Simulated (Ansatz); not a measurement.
Input file:

```yaml
crystal:
  periodic: [false, false, false]
  atoms:
    - {symbol: Ta, position_ang: [0.000000, 0.000000, 1.519200]}
    - {symbol: O, position_ang: [0.000000, 0.000000, -0.282800]}
    - {symbol: H, position_ang: [0.000000, 0.000000, -1.236400]}
basis:
  gaussian: {orbitals: def2-mTZVP, point_charges: [{charge: 1.00, position_ang: [3.578, -0.213, 0.973]}]}
magnetization: {spin_polarized: true, initial_magnetization: 2}
hamiltonian: {xc: {name: r2SCAN}}
correlation: {method: ccsd_t, electrons: outside_noble_gas}
accuracy: high
scf: {lower_state_search: off}
```

```sh
$ ansatz run in.yaml --threads 1 --pin off --events-out ev --progress --plain --max-ram 2393MiB
```

Log:

```
these checks for a lower state are left out or cut short: stability, starts, cluster_reference, orbital_swaps, neighbouring_geometries, increment
1202 factors; integrals over basis functions are off by at most 1.0e-7 eV
mean field evaluation 1: about -3606.7309 eV, gradient 4.3e1 eV
mean field evaluation 2: about -3606.7320 eV, gradient 4.3e1 eV
mean field evaluation 4: about -3611.1131 eV, gradient 1.8e1 eV
mean field evaluation 8: about -3613.2364 eV, gradient 4.3e-1 eV
mean field evaluation 16: about -3613.2578 eV, gradient 2.7e-2 eV
mean field evaluation 32: about -3613.2579 eV, gradient 5.8e-5 eV
mean field -3613.25789524 eV, -132.7847784959 hartree, gradient 2.6e-8 eV, S^2 2.232544; 0 other end points of the search recorded, 0 dependent functions left out
5 core orbitals not correlated: weight in the atoms' cores, before any rotation towards them, 0.953 or more for the frozen orbitals, at most 0.039 for the correlated occupied ones
reference -3586.75616218 eV, -131.8108577695 hartree; 7, 5 occupied and 51, 53 virtual orbitals, 1202 factors
second order -7.83252241 eV of doubles, -0.47911016 eV of singles
cycle   1  -7.40409560 eV  change    8.7e-1 eV  update   1.5e-1
cycle   2  -7.85299777 eV  change   -4.5e-1 eV  update   8.7e-2
cycle   3  -8.02263785 eV  change   -1.7e-1 eV  update   3.7e-2
cycle   4  -8.04371737 eV  change   -2.1e-2 eV  update   2.3e-2
...
cycle  46  -8.09702813 eV  change   -1.3e-8 eV  update   2.0e-8
cycle  47  -8.09702811 eV  change    1.6e-8 eV  update   1.5e-8
cycle  48  -8.09702811 eV  change    8.3e-9 eV  update   9.8e-9
cycle  49  -8.09702809 eV  change    1.1e-8 eV  update   5.8e-9
cycle  50  -8.09702810 eV  change   -1.2e-9 eV  update   3.5e-9
cycle  51  -8.09702809 eV  change    3.5e-9 eV  update   2.4e-9
cycle  52  -8.09702809 eV  change   -1.1e-9 eV  update   1.6e-9
cycle  53  -8.09702809 eV  change    1.4e-9 eV  update   1.1e-9
cycle  54  -8.09702809 eV  change   5.2e-10 eV  update  8.7e-10
cycle  55  -8.09702809 eV  change   4.6e-10 eV  update  6.6e-10
perturbative correction -0.41998518 eV, -0.0154341707 hartree
Total energy: -3595.27317545 eV, -132.1238522342 hartree
Checks for a lower state left out: stability, starts, cluster_reference, orbital_swaps, neighbouring_geometries, increment
```

Ran on 1 thread of Arm Neoverse V1, shared host: 37 s wall, 0.38 GiB peak host memory.
